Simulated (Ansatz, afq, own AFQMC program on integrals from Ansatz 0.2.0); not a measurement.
# Where AFQMC and coupled cluster stand for BO, doublet

```xyz
2

B     0.0000    0.0000    0.0000
O     0.0000    0.0000    1.0800
```

Basis 6-31G. Only valence electrons are correlated. Integrals, coupled cluster, full CI and functionals: Ansatz 0.2.0; the random walks run on the same integrals in our own AFQMC program. The CISD trial takes its coefficients from CCSD amplitudes. Released means that phaseless walkers are propagated on without the constraint, phases kept. Free AFQMC starts from the CCSD state and is never constrained. Its projection time is finite, and what remains of the start isn't in its error. ± is one standard error of the sampling.

Determinant: UHF, the one that the program's search chose, which needn't be the lowest solution. The geometry is a point of a scan.

Full CI on the same integrals is exact in this basis and with this determinant's frozen core.

Cautions: the ph-AFQMC/HF walk drifts between its halves (2.3 errors).

* T1 diagnostic: 0.0243
* weight of the determinant in the CISD state: 0.925
* ⟨S²⟩ of the determinant: 0.794
* size of the correlated space: 9 electrons in 16 orbitals

Reference: full CI, correlation energy -4.566 eV. The released energy is read at 2.40 1/Eh (meV from the phaseless value at times in 1/Eh: -3 ± 4 at 0.24, -3.2 ± 2.5 at 0.51, -2 ± 3 at 0.99, 1.3 ± 2.3 at 1.62, -1 ± 3 at 2.40).

| level | E − E(reference) (kJ/mol) | share of correlation (%) |
| --- | --- | --- |
| HF | 440.6 | 0.00 |
| MP2 | 22.2 | 94.95 |
| CCSD | 14.8 | 96.63 |
| CCSD(T) | 2.9 | 99.34 |
| CCSDT | 1.2 | 99.73 |
| CCSDT(Q) | -0.3 | 100.07 |
| CCSDTQ | 0.0 | 99.99 |
| ph-AFQMC/HF | -5.3 ± 2.4 | 101.21 |
| ph-AFQMC/CISD | 0.1 ± 0.4 | 99.98 |
| released AFQMC | -0.1 ± 0.3 | 100.01 |
| free AFQMC | -0.2 ± 0.3 | 100.04 |

CCSDT and higher add their correlation energy to the determinant of the CCSD(T) run, since their own runs factorise the integrals more tightly (a shift of under 2 meV). Free projections are given only where their last times agree within the noise and don't stop above the reference; a slow remainder of the start can still hide under it. A walk keeps the symmetry of its determinant, which the program's search chose and which needn't be the lowest solution, so a lower state of the same spin and another symmetry isn't excluded. Released energies are given only where the last usable release times agree within the noise; a slower fall can still hide under it.
